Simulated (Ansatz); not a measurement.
Nudged elastic band run: C₂H₆N₂O

Input file:

```yaml
crystal:
  periodic: [false, false, false]
  atoms:
    - { symbol: C, position_ang: [-1.419928, -0.113734, 0.753763] }
    - { symbol: "N", position_ang: [-0.381679, -0.909232, 0.067506] }
    - { symbol: C, position_ang: [0.668763, -0.305713, -0.403408] }
    - { symbol: "N", position_ang: [1.025533, 1.027225, -0.384039] }
    - { symbol: O, position_ang: [1.653532, -1.062356, -1.055032] }
    - { symbol: H, position_ang: [-2.220876, -0.793875, 1.082437] }
    - { symbol: H, position_ang: [-1.03486, 0.408795, 1.65689] }
    - { symbol: H, position_ang: [-1.882714, 0.651041, 0.09213] }
    - { symbol: H, position_ang: [1.897443, 1.321268, -0.807271] }
    - { symbol: H, position_ang: [0.427788, 1.718442, 0.048143] }
    - { symbol: H, position_ang: [1.332396, -1.99876, -1.03062] }
basis:
  gaussian: { orbitals: "6-31G" }
hamiltonian:
  xc: revpbe
neb:
  order_check: false
  images: 7
  f_tol: 0.05
  max_iterations: 60
  initial_path: linear
  final_atoms:
    - { symbol: C, position_ang: [-1.47751357, -0.07985982, 0.63802025] }
    - { symbol: "N", position_ang: [-0.48398298, -0.85027314, -0.13710292] }
    - { symbol: C, position_ang: [0.66040733, -0.30154818, -0.4189796] }
    - { symbol: "N", position_ang: [1.1599281, 0.94724508, -0.11129987] }
    - { symbol: O, position_ang: [1.60398404, -1.03240278, -1.15563805] }
    - { symbol: H, position_ang: [-1.11612462, 0.18288321, 1.65621755] }
    - { symbol: H, position_ang: [-1.781072, 0.86361341, 0.13333669] }
    - { symbol: H, position_ang: [-2.38217281, -0.69583094, 0.75735277] }
    - { symbol: H, position_ang: [2.08855164, 1.20746522, -0.42080211] }
    - { symbol: H, position_ang: [0.6110349, 1.61113108, 0.41818617] }
    - { symbol: H, position_ang: [1.18235796, -1.90932214, -1.33879188] }
```

Run as:

```bash
$ ansatz run input.yaml --threads 1 --pin off --max-ram 2048MiB --backend cpu --events-out ev --progress --plain --runs-dir out
```

Output, in part (warnings, iteration lines, the closing report on the highest movable image, with atoms numbered from 0):

```
NEB end point (image 0): max|allowed force component| = 8.842e-3 eV/Å (the criterion of neb.relax_end_points is 1.000e-2)
NEB end point (image 8): max|allowed force component| = 1.206e-2 eV/Å (the criterion of neb.relax_end_points is 1.000e-2)
NEB iter   1: max|band force component| = 3.844e1 eV/Å  barrier→ = 14.4813 eV  barrier← = 14.4812 eV  Δτ_max = 0.1999 Å  (228 SCF iters)
NEB iter   2: max|band force component| = 1.253e1 eV/Å  barrier→ = 4.1297 eV  barrier← = 4.1296 eV  Δτ_max = 0.1423 Å  (201 SCF iters)
NEB iter   3: max|band force component| = 5.464e0 eV/Å  barrier→ = 1.6027 eV  barrier← = 1.6027 eV  Δτ_max = 0.1364 Å  (200 SCF iters)
NEB iter   4: max|band force component| = 1.912e0 eV/Å  barrier→ = 0.2878 eV  barrier← = 0.2877 eV  Δτ_max = 0.0998 Å  (196 SCF iters)
NEB iter   5: max|band force component| = 6.384e-1 eV/Å  barrier→ = 0.0435 eV  barrier← = 0.0435 eV  Δτ_max = 0.0520 Å  (195 SCF iters)
NEB iter   6: max|band force component| = 2.276e-1 eV/Å  barrier→ = 0.0285 eV  barrier← = 0.0284 eV  CI = image 4  Δτ_max = 0.0161 Å  (188 SCF iters)
NEB iter   7: max|band force component| = 1.127e-1 eV/Å  barrier→ = 0.0279 eV  barrier← = 0.0279 eV  CI = image 4  Δτ_max = 0.0053 Å  (166 SCF iters)
NEB iter   8: max|band force component| = 4.275e-2 eV/Å  barrier→ = 0.0278 eV  barrier← = 0.0277 eV  CI = image 4  Δτ_max = 0.0000 Å  (343 SCF iters)
Total energy: -7194.28345556 eV, -264.3850405312 hartree
Atom 0 at    -1.547375    -0.043251     0.536835 Å, force    -0.010972     0.010021     0.008564 eV/Å
Atom 1 at    -0.512147    -0.764571    -0.218932 Å, force     0.000493    -0.006025    -0.002368 eV/Å
Atom 2 at     0.681539    -0.285762    -0.389709 Å, force     0.002762     0.002851     0.000447 eV/Å
Atom 3 at     1.271280     0.890790     0.028074 Å, force    -0.006235     0.004862     0.004870 eV/Å
Atom 4 at     1.608910    -1.042966    -1.125560 Å, force     0.003020     0.001080    -0.000846 eV/Å
Atom 5 at    -1.890689    -0.670223     1.380385 Å, force     0.003006     0.003930    -0.006759 eV/Å
Atom 6 at    -1.247472     0.941878     0.960896 Å, force    -0.001674    -0.010267    -0.004634 eV/Å
Atom 7 at    -2.422064     0.135296    -0.115595 Å, force     0.006909    -0.001589     0.004377 eV/Å
Atom 8 at     2.235638     1.077676    -0.215959 Å, force     0.001093    -0.004654    -0.002807 eV/Å
Atom 9 at     0.759487     1.570545     0.573457 Å, force     0.002781     0.000874    -0.000748 eV/Å
Atom 10 at     1.128290    -1.866310    -1.393393 Å, force    -0.001184    -0.001084    -0.000096 eV/Å
Dipole moment:     0.058842     0.411778     0.199105 e Å
```

The run converged. Another band between the same ends (7 images) ends at a top of the same energy, where a vibrational analysis finds 1 clearly imaginary mode. Limits of this set-up: no polarisation functions.

Final band (atoms are numbered from 1 in the order of the input):

| image | path coordinate (Å) | energy (eV) | dihedral H7–C1–N2–C3 (°) |
| --- | --- | --- | --- |
| 0 | 0.00 | 0.000 | -61 |
| 1 | 0.42 | 0.003 | -46 |
| 2 | 0.84 | 0.012 | -31 |
| 3 | 1.26 | 0.023 | -16 |
| 4 | 1.69 | 0.028 | 0 |
| 5 | 2.10 | 0.023 | 15 |
| 6 | 2.52 | 0.012 | 30 |
| 7 | 2.94 | 0.003 | 45 |
| 8 | 3.36 | 0.000 | 60 |

Run time: 2.7 min on 1 thread of Arm Neoverse V1 (shared host), peak memory 0.23 GiB.
